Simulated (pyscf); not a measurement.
This saddle point was located with ωB97X-D3(BJ)/def2-SVP in PySCF.

```xyz
8

O      0.1645     0.7973    -0.0702
Si    -1.1319    -0.4027    -0.3424
Cl    -0.5760    -2.3607    -0.4493
Cl    -2.8744     0.1691    -1.2528
Cl    -1.7530    -0.2850     1.6553
H      0.0831     1.5220     0.5641
F     -0.2186    -0.0492    -1.9711
H      0.2954     0.7364    -1.2173
```

Surface: singlet, charge 0. Lowest wavenumbers (cm⁻¹): 857i, 96, 123, 214, 247.

Task: What reaction is this the transition state of?

Result: `[OH][Si]([Cl])([Cl])[Cl]` + `[FH]` ⇌ `[OH2]` + `[F][Si]([Cl])([Cl])[Cl]`, a four-centre exchange read from left to right: O–Si, F–H broken and H–O, F–Si formed. At ωB97M-D3(BJ)/def2-TZVP it lies +19.0 kcal/mol from the left side and +26.9 kcal/mol from the right (each side as separated species at their lowest minima found). On the reactant side the descent ends in a complex, 5.0 kcal/mol under the separated species and 24.3 kcal/mol under the saddle at ωB97X-D3(BJ)/def2-TZVP. One saddle was located; it need not be the lowest between these sides.
